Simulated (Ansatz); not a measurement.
A nudged elastic band was laid between two geometries of FH3Si + H3P (9 atoms, charge 0, multiplicity 1).

The calculation used RKS CAM-B3LYP-D4/def2-SVP (Ansatz).

```yaml
movable_images: 5
climbing_image: yes
spring: 5.0 eV/Å²
optimiser: quadratic models (default)
start_path: through a guess of the saddle point
force_threshold: 0.03 eV/Å
iteration_limit: 60
end_points: relaxed
```

Image 0:

```xyz
9
Properties=species:S:1:pos:R:3
Si 0.452 -0.081 -0.202
F 0.477 0.278 1.383
H 1.843 -0.003 -0.711
H -0.403 0.914 -0.894
H -0.090 -1.451 -0.370
P -3.248 0.079 1.746
H -3.076 -0.048 0.336
H -3.126 -1.322 1.971
H -1.868 0.325 1.984
```

Image 6:

```xyz
9
Properties=species:S:1:pos:R:3
Si -0.429 -0.435 -0.266
F 0.055 1.546 2.118
H 0.766 -0.877 0.494
H -0.237 0.928 -0.820
H -0.692 -1.391 -1.376
P -2.168 -0.343 1.192
H -3.214 -0.213 0.240
H -2.316 -1.742 1.390
H -0.804 1.214 2.272
```

**Question.** What changes between the two ends?

**Answer.** Bonds broken: Si1–F2, P6–H9. Bonds formed: Si1–P6, F2–H9. FH3Si + H3P becomes FH + H5PSi.

**Question.** Give the energies along the band, and the barrier.

**Answer.** The run converged. The highest image is number 3 of 0 to 6, 2.68 eV above the first end and 1.63 eV above the last; the last end lies 1.05 eV above the first. Neighbouring images differ by up to 2.2 eV, so the band resolves the path poorly. A vibrational analysis at the climbing image gives one clearly imaginary mode, 918i cm⁻¹: a first-order saddle point. The orbitals stay closed-shell, which can raise the energy where a bond breaks towards radicals; this wasn't checked here.

```json
{"image": "0", "path coordinate (Å)": "0.00", "energy (eV)": "0.00", "Si1–F2 (Å)": "1.62", "P6–H9 (Å)": "1.42", "Si1–P6 (Å)": "4.18"}
{"image": "1", "path coordinate (Å)": "0.97", "energy (eV)": "0.01", "Si1–F2 (Å)": "1.63", "P6–H9 (Å)": "1.42", "Si1–P6 (Å)": "3.98"}
{"image": "2", "path coordinate (Å)": "1.94", "energy (eV)": "0.53", "Si1–F2 (Å)": "1.65", "P6–H9 (Å)": "1.44", "Si1–P6 (Å)": "3.37"}
{"image": "3", "path coordinate (Å)": "2.92", "energy (eV)": "2.68", "Si1–F2 (Å)": "1.93", "P6–H9 (Å)": "1.73", "Si1–P6 (Å)": "2.72"}
{"image": "4", "path coordinate (Å)": "3.55", "energy (eV)": "1.81", "Si1–F2 (Å)": "2.35", "P6–H9 (Å)": "1.93", "Si1–P6 (Å)": "2.39"}
{"image": "5", "path coordinate (Å)": "4.18", "energy (eV)": "1.16", "Si1–F2 (Å)": "2.81", "P6–H9 (Å)": "2.16", "Si1–P6 (Å)": "2.28"}
{"image": "6", "path coordinate (Å)": "4.80", "energy (eV)": "1.05", "Si1–F2 (Å)": "3.14", "P6–H9 (Å)": "2.33", "Si1–P6 (Å)": "2.27"}
```

**Question.** What is the geometry of the highest image?

**Answer.** 
```xyz
9
Properties=species:S:1:pos:R:3
Si -0.222 -0.182 0.023
F 0.105 0.840 1.623
H 1.208 -0.575 0.135
H -0.449 0.981 -0.862
H -0.835 -1.386 -0.610
P -2.506 -0.130 1.502
H -2.983 0.066 0.183
H -2.384 -1.540 1.462
H -0.973 0.614 1.788
```

Run time: 5.3 min on 2 threads of Arm Neoverse N1 (shared host), peak memory 0.18 GiB.
